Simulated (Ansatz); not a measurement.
We consider SiB₃ (Imma, No. 74; cell taken from a computed entry), described by PBE0 (plane waves, PAW; Ansatz, a program for electronic structure).

The input as run:

Ansatz 0.2 input:
```yaml
crystal:
  lattice:
    - [-4.1579905831, 6.2672233118, 3.0997212629]
    - [4.1579905831, -6.2672233118, 3.0997212629]
    - [4.1579905831, 6.2672233118, -3.0997212629]
  atoms:
    - { symbol: Si, position: [0.3133261929, 0.3314602145, 0.5181340215] }
    - { symbol: Si, position: [0.6866738071, 0.6685397855, 0.4818659785] }
    - { symbol: Si, position: [0.3133261929, 0.7951921714, 0.9818659785] }
    - { symbol: Si, position: [0.6866738071, 0.2048078286, 0.0181340215] }
    - { symbol: Si, position: [0.8480745319, 0.0022224604, 0.8458520715] }
    - { symbol: Si, position: [0.1519254681, 0.9977775396, 0.1541479285] }
    - { symbol: Si, position: [0.6563703888, 0.0022224604, 0.6541479285] }
    - { symbol: Si, position: [0.3436296112, 0.9977775396, 0.3458520715] }
    - { symbol: B, position: [0.1493316352, 0.723392585, 0.4259390503] }
    - { symbol: B, position: [0.8506683648, 0.276607415, 0.5740609497] }
    - { symbol: B, position: [0.7974535347, 0.723392585, 0.0740609497] }
    - { symbol: B, position: [0.2025464653, 0.276607415, 0.9259390503] }
    - { symbol: B, position: [0.1149775315, 0.3914619276, 0.5015641227] }
    - { symbol: B, position: [0.8850224685, 0.6085380724, 0.4984358773] }
    - { symbol: B, position: [0.3898978048, 0.6134134087, 0.9984358773] }
    - { symbol: B, position: [0.6101021952, 0.3865865913, 0.0015641227] }
    - { symbol: B, position: [0.8850224685, 0.3865865913, 0.2764843961] }
    - { symbol: B, position: [0.1149775315, 0.6134134087, 0.7235156039] }
    - { symbol: B, position: [0.6101021952, 0.6085380724, 0.2235156039] }
    - { symbol: B, position: [0.3898978048, 0.3914619276, 0.7764843961] }
    - { symbol: B, position: [0.1529160376, 0.4788888727, 0.3230067257] }
    - { symbol: B, position: [0.8470839624, 0.5211111273, 0.6769932743] }
    - { symbol: B, position: [0.655882147, 0.8299093119, 0.1769932743] }
    - { symbol: B, position: [0.344117853, 0.1700906881, 0.8230067257] }
    - { symbol: B, position: [0.8470839624, 0.1700906881, 0.3259728351] }
    - { symbol: B, position: [0.1529160376, 0.8299093119, 0.6740271649] }
    - { symbol: B, position: [0.344117853, 0.5211111273, 0.1740271649] }
    - { symbol: B, position: [0.655882147, 0.4788888727, 0.8259728351] }
    - { symbol: B, position: [0.3412831105, 0.2720827648, 0.0692003456] }
    - { symbol: B, position: [0.6587168895, 0.7279172352, 0.9307996544] }
    - { symbol: B, position: [0.7028824192, 0.2720827648, 0.4307996544] }
    - { symbol: B, position: [0.2971175808, 0.7279172352, 0.5692003456] }
basis:
  ecutwfc: 460
  ecutrho_ratio: 4
  xc_grid: 2
kpoints:
  mp_grid: { grid: [4, 4, 4] }
hamiltonian:
  xc: pbe0
  dispersion: none
  pseudopotentials: { kind: paw }
scf:
  occupations: { method: fermi_dirac, width: 0.01 }
  convergence: { dr2_threshold: 0.0000000032 }
output:
  forces: true
  stress: true
  eigenvalues: true
```

Question: How many irreducible k-points, plane waves at Γ does the program set up, and what pressure does the run end with?

Answer: 18 irreducible k-points, 7225 plane waves at Γ; P = -0.13 GPa, so the cell is stretched on average and its volume would shrink at this level.

Output (set-up and result lines):

```
WARN output.stress: scf.convergence.dr2_threshold = 3.2e-9 eV is looser than the 1.6e-9 eV advised for a printed stress (1e-10 eV for each atom of the cell …
WARN output.stress: scf.exx.energy_threshold = 1e-6 eV is looser than the 1.6e-7 eV advised for a stress under a hybrid functional (1e-8 eV for each atom of …
Crystal: 32 atoms, lattice volume = 323.103 Å³
Basis set: ecut = 460 eV, 7225 PW (Γ), exchange–correlation on 120×120×120 points (8 copies of the dense FFT grid, shifted against one another)
Bands: 84, of which v1, the nominal top of the filled ones, is band 52 counted from 1 (51 counted from 0)
Symmetry: 8 space group operations
Space group: Imma (ITA 74), of the structure as read, at distance tolerance 6.9e-5 Å
k-points: 18 of 64
Functional: x = pbe(κ = 0.804, μ = 0.2195149727645171), c = pbe(β = 0.06672455060314922), warm-up for x = 0.75 pbe(κ = 0.804, μ = 0.2195149727645171) + 0.25 exact, c = pbe(β = 0.06672455060314922)
SCF iter   1: F=—  HF=-8829.769191 eV  |F-HF|=—  |Δ(HF+E_count)|=         —  Δρ=6.33e-3  dr2=5.39e-1
SCF iter   2: F=—  HF=-8829.640535 eV  |F-HF|=—  |Δ(HF+E_count)|=   1.29e-1  Δρ=2.47e-3  dr2=1.96e-2
  ...
Crystal: 32 atoms, lattice volume = 323.103 Å³
Initial density: handed on by an earlier stage of this run
Functional: x = 0.75 pbe(κ = 0.804, μ = 0.2195149727645171) + 0.25 exact, c = pbe(β = 0.06672455060314922)
  ...
  atom   8  Si     0.00000000     0.00235098    -0.02814332
  atom   9  B      0.00000000     0.00761330    -0.01537710
  atom  10  B      0.00000000    -0.00761330     0.01537710
  atom  11  B      0.00000000    -0.00761330    -0.01537710
  atom  12  B      0.00000000     0.00761330     0.01537710
  atom  13  B     -0.00828642     0.00937068     0.00335503
  atom  14  B      0.00828642    -0.00937068    -0.00335503
  atom  15  B      0.00828642    -0.00937068     0.00335503
  atom  16  B     -0.00828642     0.00937068    -0.00335503
  atom  17  B     -0.00828642    -0.00937068    -0.00335503
  atom  18  B      0.00828642     0.00937068     0.00335503
  atom  19  B      0.00828642     0.00937068    -0.00335503
  atom  20  B     -0.00828642    -0.00937068     0.00335503
  atom  21  B      0.05984408    -0.00024063     0.00126354
  atom  22  B     -0.05984408     0.00024063    -0.00126354
  atom  23  B     -0.05984408     0.00024063     0.00126354
  atom  24  B      0.05984408    -0.00024063    -0.00126354
  atom  25  B      0.05984408     0.00024063    -0.00126354
  atom  26  B     -0.05984408    -0.00024063     0.00126354
  atom  27  B     -0.05984408    -0.00024063    -0.00126354
  atom  28  B      0.05984408     0.00024063     0.00126354
  atom  29  B      0.00000000    -0.02139778     0.03607757
  atom  30  B      0.00000000     0.02139778    -0.03607757
  atom  31  B      0.00000000     0.02139778     0.03607757
  atom  32  B      0.00000000    -0.02139778    -0.03607757
--- Stress (GPa, compression-positive) ---
        0.446644       0.000000       0.000000
        0.000000      -0.424685       0.000000
        0.000000       0.000000      -0.407228
  P = ⅓ Tr σ = -0.1284 GPa (-1.284 kbar)
```

The PAW data were made under PBE.

Note: cell and atoms aren't relaxed at this level (largest force component 0.15 eV/Å).
